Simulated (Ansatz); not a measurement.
Working through the interaction energy of a dimer with the counterpoise correction of H3OP, SMILES OP

Program: the Ansatz DFT code, driven from Python.

Notebook, run cell by cell (the value of a cell's last expression is shown):

In [1]:
```python
import ansatz as az
```

In [2]:
```python
FIRST = [
    ('O', (0.5371, -0.4158, 0.8197)),
    ('P', (0.0848, 0.2992, -0.6103)),
    ('H', (0.8546, -1.2581, 0.664)),
    ('H', (-1.1577, -0.1897, -0.7255)),
    ('H', (-0.3189, 1.5642, -0.1478)),
]
SECOND = [
    ('O', (0.7776, -3.819, 0.9044)),
    ('P', (0.5187, -5.2638, 0.1258)),
    ('H', (1.0942, -3.1963, 0.3157)),
    ('H', (1.7546, -5.7787, 0.1859)),
    ('H', (0.0076, -6.0367, 1.1833)),
]
```

In [3]:
```python
def energy(atoms, ghosts=()):
    molecule = az.Crystal.molecule()
    for symbol, xyz in atoms:
        molecule = molecule.atom(symbol, xyz)
    calc = (
        molecule.calculation()
        .basis(gaussian='def2-SVPD')
        .functional('r2scan', dispersion='d4')
    )
    deck = calc.input()
    if ghosts:
        deck = deck.set(az.key.basis.gaussian.ghost_atoms, [{'symbol': s, 'position_ang': list(xyz)} for s, xyz in ghosts])
    return az.Session.from_dict(deck).plan().execute().report['free_energy_ev']
```

In [4]:
```python
both = energy(FIRST + SECOND)
alone = energy(FIRST) + energy(SECOND)
ghosted = energy(FIRST, SECOND) + energy(SECOND, FIRST)
print(f'dimer {both:.6f} eV')
print(f'interaction, uncorrected   {23.060548 * (both - alone):8.3f} kcal/mol')
print(f'interaction, counterpoise  {23.060548 * (both - ghosted):8.3f} kcal/mol')
print(f'basis-set superposition    {23.060548 * (alone - ghosted):8.3f} kcal/mol')
```
```text
dimer -22756.296800 eV
interaction, uncorrected      1.242 kcal/mol
interaction, counterpoise     1.784 kcal/mol
basis-set superposition       0.542 kcal/mol
```

Uncorrected it is 1.242 kcal/mol, with the counterpoise correction 1.784 kcal/mol; the difference, 0.54 kcal/mol, is the superposition error. In this basis both values are repulsive.

Reading the output:
- Total energies depend on the basis set; only differences at equal settings carry meaning.
- The dimer is a generated trial pose of unrelaxed monomers, not a minimum, so the figure is no binding energy, and the basis set is small.
- Timing: 21 s on 1 thread of Arm Neoverse V2, on a shared host, peak memory 0.24 GiB.

(Lines on the test bed's own set-up are left out of the output.)
